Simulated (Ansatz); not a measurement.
Reaction: C2H2F (SMILES C=[C]F, doublet) → C2H2F (SMILES [H]/[C]=C/F, doublet)
Each species at its own B3LYP-D3(BJ)/def2-TZVP minimum (Ansatz, a program for electronic structure).

Property: isomerisation energy (electronic), in kcal/mol. Radicals and triplets start from unrestricted determinants; spin-orbit coupling is neglected. CBS(X,Y): correlation extrapolated as X^-3, Hartree-Fock from the larger set. A bracket is a step between two methods taken in the basis named. The functionals are non-relativistic, so their misses hold any scalar relativity. 'core' is core correlation in cc-pwCVTZ, 'X2C' scalar relativity in cc-pVTZ-DK, both at CCSD(T). The UHF reference of C2H2F (C=[C]F, doublet) is spin-contaminated (<S^2> up to 0.18 over the pure value in the sets run). The UHF reference of C2H2F ([H]/[C]=C/F, doublet) is spin-contaminated (<S^2> up to 0.18 over the pure value in the sets run).

CCSD(T)/CBS(cc-pVTZ,cc-pVQZ) + [CCSDT(Q) - CCSD(T)]/cc-pVDZ + core + X2C (Ansatz) gives 2.7 kcal/mol.

Q: How far off this value is PBE/def2-TZVPD (Ansatz), in which direction, and which of these levels come nearer: r2SCAN/def2-TZVPD, wB97M-V/def2-TZVPD, CCSD(T)/CBS(cc-pVTZ,cc-pVQZ) + core + X2C?

A: PBE gives 4.1 kcal/mol, 1.4 kcal/mol above it. Differences of the others: r2SCAN/def2-TZVPD (Ansatz) 0.9; wB97M-V/def2-TZVPD (Ansatz) -0.1; CCSD(T)/CBS(cc-pVTZ,cc-pVQZ) + core + X2C (Ansatz) 0.0 kcal/mol. Nearer than PBE: r2SCAN/def2-TZVPD, wB97M-V/def2-TZVPD, CCSD(T)/CBS(cc-pVTZ,cc-pVQZ) + core + X2C.
